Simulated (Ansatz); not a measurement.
triplet LiN: levels of theory in one basis

| atom | x (Å) | y (Å) | z (Å) |
| --- | --- | --- | --- |
| Li | 0.0000 | 0.0000 | -0.9269 |
| N | 0.0000 | 0.0000 | 0.9269 |

Basis set: def2-SVP (spherical functions). Left uncorrelated: 1 orbital. Correlation on ROHF uses semicanonical orbitals with singles. Charge 0, multiplicity 3.

Computed with Ansatz (development build ahead of 0.2.0); each method stands on the lowest determinant of its kind that the runs found.

```
      method  E − E(ROHF) (eV)  <S²> of the determinant
        ROHF              0.00                     2.00
         UHF             -0.13                     2.02
    ROHF-MP2             -3.00                        –
     UHF-MP2             -3.01                     2.02
ROHF-CCSD(T)             -3.51                        –
 UHF-CCSD(T)             -3.51                     2.02
```
